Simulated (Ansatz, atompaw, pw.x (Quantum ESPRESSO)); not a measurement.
# What a changed setting does to a pw.x run (bcc Re)

Potential: PAW, atompaw 4.2.0.5, PBEsol; core [Kr] 4d10 4f14, reference 5s2 5p6 5d5 6s2 6p0; waves: 5s (bound): rc 1.95 bohr; 6s (bound): rc 2.10 bohr; 5p (bound): rc 1.90 bohr; 6p (bound, empty): rc 2.10 bohr; 5d (bound): rc 2.10 bohr; 5d channel at 1.85 Ry: rc 1.95 bohr; local part: ultrasoft scheme with l = 3 at 1 Ry, radius 2.02 bohr; core correction: smooth core density matched at 1.35 bohr; augmentation: besselshape compensation charge, radius 1.95 bohr; PAW radius 2.10 bohr; waves and projectors: custom polynom vanderbiltortho.

The reference run (k-mesh 15³, cutoffs 55/550 Ry, Fermi–Dirac 0.01 Ry, mixing_beta 0.4, conv_thr 1e-9, no spin) gives -0.75 GPa at 14.678 Å³/atom, where all-electron LAPW gives 0.85 GPa. This run, with its own iteration cap, changes k-mesh points per axis to 8.

```
&control
  calculation='scf', prefix='x', pseudo_dir='./', outdir='./tmp', tstress=.true., disk_io='none'
/
&system
  ibrav=0, nat=1, ntyp=1, ecutwfc=55, ecutrho=550, nbnd=15,
  occupations='smearing', smearing='fd', degauss=0.01
/
&electrons
  conv_thr=1e-09, mixing_beta=0.4, electron_maxstep=50
/
ATOMIC_SPECIES
Re 1.0 Re.UPF
CELL_PARAMETERS angstrom
  -1.54241875 1.54241875 1.54241875
  1.54241875 -1.54241875 1.54241875
  1.54241875 1.54241875 -1.54241875
ATOMIC_POSITIONS crystal
Re 0.0000 0.0000 0.0000
K_POINTS automatic
8 8 8 0 0 0
```

```bash
pw.x < Re.scf.in > Re.scf.out
```

Problem. How does the run end?

Solution. It converges in 8 iterations; the free energy moves by -25.1 meV/atom and the pressure by -0.45 GPa.

```
Message from routine setup:
     using ibrav=0 with symmetry is DISCOURAGED, use correct ibrav instead
     lattice parameter (alat)  =       5.0485  a.u.
     unit-cell volume          =      99.0521 (a.u.)^3
     number of electrons       =        15.00
     number of Kohn-Sham states=           15
     kinetic-energy cutoff     =      55.0000  Ry
     charge density cutoff     =     550.0000  Ry
     scf convergence threshold =      1.0E-09
     Exchange-correlation= SLA PW PSX PSC
     number of k points=    29  Fermi-Dirac smearing, width (Ry)=  0.0100
     iteration #  1     ecut=    55.00 Ry     beta= 0.40
     total energy              =    -785.98450575 Ry
     estimated scf accuracy    <       0.03996047 Ry
     iteration #  2     ecut=    55.00 Ry     beta= 0.40
     total energy              =    -785.98610792 Ry
     estimated scf accuracy    <       0.00505380 Ry
     iteration #  3     ecut=    55.00 Ry     beta= 0.40
     total energy              =    -785.98654866 Ry
     estimated scf accuracy    <       0.00046782 Ry
     [... 2 iterations left out ...]
     iteration #  6     ecut=    55.00 Ry     beta= 0.40
     total energy              =    -785.98656863 Ry
     estimated scf accuracy    <       0.00000003 Ry
     iteration #  7     ecut=    55.00 Ry     beta= 0.40
     total energy              =    -785.98656862 Ry
     estimated scf accuracy    <       0.00000001 Ry
     iteration #  8     ecut=    55.00 Ry     beta= 0.40
     the Fermi energy is    24.6615 ev
!    total energy              =    -785.98656862 Ry
     estimated scf accuracy    <          1.3E-10 Ry
     smearing contrib. (-TS)   =      -0.00484491 Ry
     convergence has been achieved in   8 iterations
          total   stress  (Ry/bohr**3)                   (kbar)     P=      -12.02
     Message from routine punch:
     Nothing written, as per user request (disk_io='none')
```

The run took about 8.1 s on one core of a shared host (Intel(R) Xeon(R) Platinum 8488C, 192 threads, 744 GiB, load 87).
